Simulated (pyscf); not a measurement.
Single points on ωB97X-D3(BJ)/def2-SVP structures (PySCF, gas phase).

### Question
For the elementary gas-phase step I–Si(I)(I)–I (SMILES I[Si](I)(I)I) + H₂ (SMILES [H][H]) → HI (SMILES I) + I–SiH(I)–I (SMILES I[SiH](I)I) (singlet surface; I–Si, H–H broken, H–I, H–Si formed), what barrier and reaction energy does r²SCAN/def2-TZVP give, measured from the separated reactants?

### Answer
ΔE‡ = 2.26 eV, ΔE = +0.60 eV. ωB97M-D3(BJ)/def2-TZVP gives 2.46 eV and +0.50 eV. Zero-point energy shifts the barrier by +0.08 eV. It is a four-centre exchange, with an imaginary mode of 920i cm⁻¹. This is the saddle that the search found; another between the same sides may lie lower. Elements past Kr carry the def2 core potentials, without spin-orbit coupling.
